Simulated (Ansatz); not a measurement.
`C/C(F)=C\CF`, relaxed with RKS PBE-D4/def2-SVP in Ansatz from a rough embedded geometry. The force threshold is 0.03 eV/Å; the program also tests the step.

Total charge 0; spin multiplicity 1.

Start:

```xyz
12

C     1.627   -0.049   -0.106
C     0.401   -0.827   -0.427
F     0.554   -2.068   -0.996
C    -0.879   -0.470   -0.181
C    -1.348    0.795    0.462
F    -2.326    1.354   -0.287
H     2.362   -0.766    0.411
H     1.489    0.819    0.507
H     2.106    0.250   -1.031
H    -1.652   -1.184   -0.400
H    -0.591    1.539    0.571
H    -1.743    0.608    1.477
```

(1) How much energy does the relaxation release, and in how many steps? (Best estimate.)

(2) Which bonds change most? (An estimate is asked.)

(3) Give the relaxed structure. (Estimate.)

## Answers

(1) The calculation gave: 6.03 kcal/mol, in 9 steps, 1 of them rejected.

(2) The calculation gave: C5–H11 from 1.067 to 1.112 Å; C5–F6 from 1.353 to 1.398 Å; C1–H7 from 1.149 to 1.110 Å; C1–H8 from 1.072 to 1.104 Å.

(3) Computed: 
```xyz
12

C     1.634   -0.048   -0.184
C     0.376   -0.820   -0.402
F     0.623   -2.018   -0.982
C    -0.900   -0.507   -0.102
C    -1.361    0.763    0.530
F    -2.093    1.538   -0.374
H     2.321   -0.612    0.482
H     1.444    0.945    0.260
H     2.161    0.090   -1.150
H    -1.670   -1.246   -0.378
H    -0.508    1.371    0.905
H    -2.026    0.544    1.396
```
